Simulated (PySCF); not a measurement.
**Relaxation of singlet MgCl2**

Method: B3LYP in PySCF with Mg def2-TZVP, Cl def2-TZVP; no relativity; density-fitted integrals. A (50,194) grid was used.

A hand-made bent start, of C2v symmetry, held to at least that symmetry:

Coordinates in bohr (charge 0 multiplicity 1):
```
Mg    0.0000    0.0000   -1.9209
Cl    3.6842    0.0000    0.6588
Cl   -3.6842    0.0000    0.6588
```

At each step, columns x, y, z (Å) and Fx, Fy, Fz (eV/Å):

```
step 0  E − E(last) = 109.82 kJ/mol
Mg   0.000   0.000  -1.016   0.000   0.000   2.709
Cl   1.950   0.000   0.349  -0.975   0.000  -1.354
Cl  -1.950   0.000   0.349   0.975   0.000  -1.354
step 1  E − E(last) = 63.06 kJ/mol
Mg   0.000   0.000  -0.856   0.000   0.000   1.843
Cl   1.990   0.000   0.268  -0.634   0.000  -0.922
Cl  -1.990   0.000   0.268   0.634   0.000  -0.922
step 2  E − E(last) = 25.98 kJ/mol
Mg   0.000   0.000  -0.628   0.000   0.000   0.525
Cl   2.023   0.000   0.154   0.302   0.000  -0.263
Cl  -2.023   0.000   0.154  -0.302   0.000  -0.263
step 3  E − E(last) = 10.73 kJ/mol
Mg   0.000   0.000  -0.449   0.000   0.000   0.486
Cl   2.133   0.000   0.065  -0.133   0.000  -0.243
Cl  -2.133   0.000   0.065   0.133   0.000  -0.243
step 4  E − E(last) = 3.91 kJ/mol
Mg   0.000   0.000  -0.261   0.000   0.000   0.280
Cl   2.204   0.000  -0.029  -0.465   0.000  -0.140
Cl  -2.204   0.000  -0.029   0.465   0.000  -0.140
step 5  E − E(last) = 1.24 kJ/mol
Mg   0.000   0.000  -0.201   0.000   0.000   0.145
Cl   2.192   0.000  -0.059  -0.238   0.000  -0.072
Cl  -2.192   0.000  -0.059   0.238   0.000  -0.072
step 6  E − E(last) = 0.10 kJ/mol
Mg   0.000   0.000  -0.140   0.000   0.000   0.041
Cl   2.178   0.000  -0.090  -0.018   0.000  -0.021
Cl  -2.178   0.000  -0.090   0.018   0.000  -0.021
step 7  E − E(last) = 0.02 kJ/mol
Mg   0.000   0.000  -0.104   0.000   0.000  -0.003
Cl   2.181   0.000  -0.107  -0.047   0.000   0.001
Cl  -2.181   0.000  -0.107   0.047   0.000   0.001
step 8  E − E(last) = 0.00 kJ/mol
Mg   0.000   0.000  -0.106   0.000   0.000   0.000
Cl   2.176   0.000  -0.106   0.012   0.000   0.000
Cl  -2.176   0.000  -0.106  -0.012   0.000   0.000
step 9  E − E(last) = 0.00 kJ/mol
Mg   0.000   0.000  -0.106   0.000   0.000   0.000
Cl   2.177   0.000  -0.106   0.000   0.000   0.000
Cl  -2.177   0.000  -0.106   0.000   0.000   0.000
```

It ends at D∞h with Mg–Cl 2.177 Å (×2); Cl–Mg–Cl 180.0°. A frequency run shows a minimum. Other isomers or separated fragments may lie lower.
